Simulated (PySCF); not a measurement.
Fill in the blanks.

Species: C₃H₃FO₂.
Atom-mapped SMILES: `[O:1]=[CH:2][O:3]/[CH:4]=[CH:5]\[F:6]` (hydrogens: H7 on C2; H8 on C4; H9 on C5)

Geometry (GFN2-xTB, Å), atoms numbered from 1 in this order:
```
atom  x, y, z in Å
O1     1.4369   -1.4812    1.1514
C2     1.6249   -0.8111    0.1823
O3     0.7468    0.0026   -0.4023
C4    -0.5089    0.0973    0.1477
C5    -1.4530    0.8737   -0.3601
F6    -1.2722    1.6305   -1.4456
H7     2.5675   -0.7632   -0.3835
H8    -0.6849   -0.5045    1.0288
H9    -2.4436    0.9617    0.0562
```

| property | level | value |
| --- | --- | --- |
| point group of the GFN2-xTB geometry | GFN2-xTB | ? |
| rotational constants A, B, C of the GFN2-xTB geometry | GFN2-xTB | 15.581, 1.798, 1.612 GHz |
| dipole moment | wB97X-D/def2-SVPD | ? |
| HOMO energy | wB97X-D/def2-SVPD | ? |
| LUMO energy | wB97X-D/def2-SVPD | 0.95 eV |
| lowest singlet excitation | TDDFT wB97X-D/def2-SVPD | ? |
| strongest line among the 8 lowest singlet transitions | TDDFT wB97X-D/def2-SVPD | S2 at 6.53 eV (190 nm, f = 0.378) |
| lowest triplet excitation (Tamm–Dancoff) | TDA wB97X-D/def2-SVPD | ? |
| static isotropic polarisability | wB97X-D/def2-SVPD | ? |
| electronic spatial extent ⟨r²⟩ about the centre of nuclear charge | wB97X-D/def2-SVPD | 655 bohr² |

Electronic properties: PySCF, gas phase, density fitting.

Q: Give the lowest triplet excitation (Tamm–Dancoff).

A: 4.37 eV.

Q: The lowest singlet excitation?

A: 5.89 eV (211 nm, f = 0.002).

Q: Give the point group of the GFN2-xTB geometry.

A: Cs.

Q: The static isotropic polarisability?

A: 46.7 au.

Q: What is the dipole moment?

A: 0.70 D.

Q: What is the HOMO energy?

A: -9.54 eV.

In atomic units the dipole is 0.28 e·bohr (1 au = 2.5417 D). The principal polarisabilities are 30.6, 42.3 and 67.3 au; their mean is the isotropic value. The 8 singlets span 5.89 to 8.87 eV, and their oscillator strengths add up to 0.58. The rotational constants make it an asymmetric top with κ = (2B − A − C)/(A − C) = -0.97, nearer the prolate limit (−1). With B = h/(8π²I), that is 505.379 GHz u Å² over I, the principal moments of inertia are 32.4, 281.1 and 313.6 u Å² (most abundant isotopes).

One conformer stands for the species.
